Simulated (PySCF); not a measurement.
**The first ionisation energy along the third row**

Calculated with PySCF 2.14 from differences of total energies of unrestricted determinants, without spin-orbit coupling. Values in eV. The last column holds reference values (NIST; (s) semi-empirical, (t) theoretical, else measured). Unmarked ones compare directly (S terms, centres of terms, or small fine structure); those marked * lie between the lowest fine-structure levels and include a spin-orbit shift.

| element | configurations | UHF | MP2 (valence) | SCS-MP2 (valence) | CCSD (valence) | CCSD(T) (valence) | reference |
| --- | --- | --- | --- | --- | --- | --- | --- |
| Mg (cc-pVDZ, non-relativistic) | [Ne] 3s2 → [Ne] 3s1 | 6.624 | 7.205 | 7.321 | 7.519 | 7.519 | 7.646 |
| Al (cc-pV(D+d)Z, non-relativistic) | [Ne] 3s2 3p1 → [Ne] 3s2 | 5.586 | 5.738 | 5.718 | 5.829 | 5.848 | 5.977 |
| Si (cc-pV(D+d)Z, non-relativistic) | [Ne] 3s2 3p2 → [Ne] 3s2 3p1 | 7.641 | 7.921 | 7.848 | 7.942 | 7.953 | 8.157 |
| P (cc-pV(D+d)Z, non-relativistic) | [Ne] 3s2 3p3 → [Ne] 3s2 3p2 | 9.929 | 10.316 | 10.174 | 10.236 | 10.240 | 10.526 |
| S (cc-pV(D+d)Z, non-relativistic) | [Ne] 3s2 3p4 → [Ne] 3s2 3p3 | 9.203 | 9.627 | 9.659 | 9.633 | 9.641 | 10.336 |
| Cl (cc-pV(D+d)Z, non-relativistic) | [Ne] 3s2 3p5 → [Ne] 3s2 3p4 | 11.813 | 12.421 | 12.399 | 12.346 | 12.350 | 12.974 |
| Ar (cc-pV(D+d)Z, non-relativistic) | [Ar] → [Ne] 3s2 3p5 | 14.670 | 15.431 | 15.340 | 15.270 | 15.275 | 15.819 |

```tsv
method	elements	mean error (eV)	mean absolute error (eV)	largest error (eV)
UHF	7	-0.853	0.853	-1.161
MP2 (valence)	7	-0.396	0.396	-0.708
SCS-MP2 (valence)	7	-0.425	0.425	-0.677
CCSD (valence)	7	-0.380	0.380	-0.703
CCSD(T) (valence)	7	-0.373	0.373	-0.695
```

Errors include the incompleteness of the basis and the frozen core.

"Valence" correlates the outer s and p shells and, in groups 3 to 12 and the f block, the outer d or f shell, open or full, or the next shell where the ion has no valence electron left; the wider scheme adds the next inner shell.
